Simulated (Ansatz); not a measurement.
C3H5NO can be A, `OC1=CNC1`, or B, `CCOC#N`.

Gas-phase electronic energies from Ansatz, PBE0-D4/def2-TZVP geometries. CCSD(T)/CBS adds triple-zeta CCSD(T) − MP2 to the extrapolated MP2 energy (def2 sets, frozen cores). Functionals use def2-TZVPP. B3LYP here is the variant with VWN-RPA as its local correlation; programs differ in this. Each species was taken in one conformer, which may not be the lowest.

Question: Which isomer does CCSD(T)/CBS put lower? Give the gap. (Best estimate.)

Answer: Ansatz gave: B, by 98.0 kJ/mol.

Question: Give E(B) − E(A) in kJ/mol with B3LYP-D4, HF/def2-TZVPP, CCSD(T)/def2-SVP, MP2/def2-TZVPP, CCSD/def2-TZVPP, B2PLYP, LDA (SPW92). (Best estimate.)

Answer: The calculation gave: B3LYP-D4 -107.6, HF/def2-TZVPP -141.4, CCSD(T)/def2-SVP -123.1, MP2/def2-TZVPP -108.6, CCSD/def2-TZVPP -110.5, B2PLYP -114.8, LDA (SPW92) -46.5. None reverses the order clearly.

Question: Does the order hold for the free energy at 298.15 K (harmonic terms from PBE0-D4)? (Best estimate.)

Answer: Ansatz gave: Yes: G(B) − G(A) = -104.6 kJ/mol, for one conformer each.

Largest T1 diagnostic: 0.013.

From BLYP to BHLYP (50 % exact exchange), in def2-TZVPP and without D4, E(B) − E(A) moves by +5.0 kJ/mol. At CCSD(T), def2-SVP lies −25.2 kJ/mol from the extrapolated value and def2-TZVPP −9.9 kJ/mol.
